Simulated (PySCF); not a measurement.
# H2O2 (hydrogen peroxide) at M06-L/def2-TZVPP

Aim: the energy change on altering one bond length of H2O2 (hydrogen peroxide) at M06-L/def2-TZVPP, from 2 runs. Input form: a Python script.

Program for the calculation: PySCF 2.14.0.

3 further runs of the same task are left out: 3 set aside as unsound or not needed.

## (1) The system as given

H2O2 has 4 atoms, charge 0, and is taken as a singlet. SMILES: `OO`. The coordinates come from a PBE0-D4/def2-TZVP relaxation.

Bond lengths: O1–O2 1.426 Å, O1–H3 0.965 Å, O2–H4 0.965 Å. Angles: O1–O2–H4 101.1°, O2–O1–H3 101.1°.

## (2) The energy at M06-L/def2-TZVPP

File input.py:

```python
from pyscf import gto, dft

mol = gto.Mole()
mol.atom = '''
O     -0.919919    -1.098120     0.057826
O      0.091274     1.376477     0.390984
H      0.352245    -2.110824     0.883258
H      0.476400     1.832656    -1.332068
'''
mol.max_memory = 1860
mol.verbose = 3
mol.unit = 'bohr'
mol.charge = 0
mol.basis = 'def2-tzvpp'
mol.build()

mf = dft.RKS(mol, xc='m06-l')
mf.grids.level = 5
mf.conv_tol = 1e-10
mf.kernel()
if not mf.converged:
    mf = mf.newton().run(mf.mo_coeff, mf.mo_occ)

etot = mf.e_tot
print('E(%s) = %.9f' % ('M06-L', etot))
```

Launch:

```
$ OMP_NUM_THREADS=1 python input.py
```

Standard output:

```text
converged SCF energy = -151.589832361984
E(M06-L) = -151.589832362
```

Wall time 14 s (1 thread of Arm Neoverse V2, shared host); peak memory 0.49 GiB.

## (3) The distorted shape at the same level

File job.py:

```python
from pyscf import gto, dft

mol = gto.Mole()
mol.atom = 'O -1.025388 -0.152357 -0.318858; O -0.490288 1.157143 -0.142558; H 0.186400 -1.117000 0.467400; H -0.286488 1.398543 -1.054358'
mol.spin = 0
mol.basis = 'def2-tzvpp'
mol.max_memory = 1860
mol.charge = 0
mol.verbose = 3
mol.build()

mf = dft.RKS(mol, xc='m06-l')
mf.conv_tol = 1e-10
mf.grids.level = 5
mf.kernel()
if not mf.converged:
    mf = mf.newton().run(mf.mo_coeff, mf.mo_occ)

e_tot = mf.e_tot
print('Final energy', e_tot)
```

Launch:

```
$ OMP_NUM_THREADS=1 python job.py
```

Standard output:

```text
converged SCF energy = -151.463624890462
Final energy -151.4636248904623
```

Run time: 17 s. Hardware: 1 thread of Arm Neoverse V2, shared host; peak memory 0.49 GiB.

## (4) Outcome

Level: M06-L/def2-TZVPP.

```
                                                         quantity          value
                                        first shape: total energy  -151.58983 Eh
                                       first shape: dipole moment         1.73 D
                                         first shape: HOMO energy       -6.50 eV
                                         first shape: LUMO energy       -0.02 eV
                                       first shape: HOMO–LUMO gap        6.48 eV
                                    distorted shape: total energy  -151.46362 Eh
                                   distorted shape: dipole moment         1.67 D
                                     distorted shape: HOMO energy       -6.50 eV
                                     distorted shape: LUMO energy       -4.30 eV
                                   distorted shape: HOMO–LUMO gap        2.20 eV
energy change with the O1–H3 bond stretched from 0.965 to 1.737 Å       3.434 eV
```

In words: One bond (distorted shape) is far stretched, which a spin-restricted single reference describes badly; a broken-symmetry solution may lie lower. With the O1–H3 bond stretched from 0.965 to 1.737 Å the energy rises by 3.43 eV (79 kcal/mol). The first shape isn't relaxed at this level, so the change isn't measured from a minimum. A restricted reference can't describe the breaking bond well at this length. Mulliken charges (first shape) run from -0.18 on O1 to +0.18 on H3. Mulliken charges (distorted shape) run from -0.24 on O1 to +0.18 on H4.
